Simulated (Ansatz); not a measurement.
Species, as SMILES: [SiH4] (SiH4).
Atoms: Si1, H2, H3, H4, H5. Bonds: Si1-H2, Si1-H3, Si1-H4, Si1-H5.

Basis-set convergence of the lowest harmonic wavenumber at B3LYP with Ansatz (a first-principles code). Each level at its own minimum, finite differences of forces, unscaled; the reference is a large set that could be run, not a limit. Cartesian d functions, on some or all atoms, in 6-31G*, 6-311+G**; all else is spherical. The program fits the integrals of some runs and decomposes those of others, by size. No added dispersion term, no relativity. Reference: the value in aug-pcseg-2, 921 cm⁻¹. Deviations are taken from unrounded values.

```tsv
basis	functions	lowest harmonic wavenumber (cm⁻¹)	minus reference (cm⁻¹)
3-21G	21	879	-42
def2-SV(P)	26	916	-5
6-31G*	27	916	-5
def2-SVP	38	917	-4
6-311+G**	55	922	1
6-311++G(2d,2p)	75	922	1
cc-pV(T+d)Z	95	921	0
6-311++G(3df,3pd)	119	922	1
aug-pcseg-2	142	921	0
```

The smallest set listed that lies within 20 cm⁻¹ of the reference with all its larger relatives (same family, alike in diffuse functions; a set with none counts only in the reference's own line) is def2-SV(P) (26 functions, -5 cm⁻¹ off). Inside, with no larger relative to test it: cc-pV(T+d)Z. (Relatives not listed, tested too: 6-31G** -3, 6-311G** 1, def2-TZVP 2, def2-TZVPP 0 cm⁻¹.)
